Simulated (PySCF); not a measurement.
These are PySCF with ωB97X-D3(BJ)/def2-TZVP // PBE0-D3(BJ)/def2-TZVP values and carry that method's errors. Gas-phase values, no solvent. 

Reference species (SMILES): `[Cl][Al]([Cl])[Cl]` (neutral, multiplicity 1).

The HOMO–LUMO gap comes out as 12.63 eV and the HOMO is -11.87 eV.

Changed species: `[AlH3]` (3 of 3 Cl replaced by H; the reference has 0 of 3 Cl replaced by H).

Give the shifts of the HOMO–LUMO gap and HOMO.

the HOMO–LUMO gap falls by 1.39 eV, to 11.24 eV; the HOMO rises by 0.73 eV, to -11.14 eV.
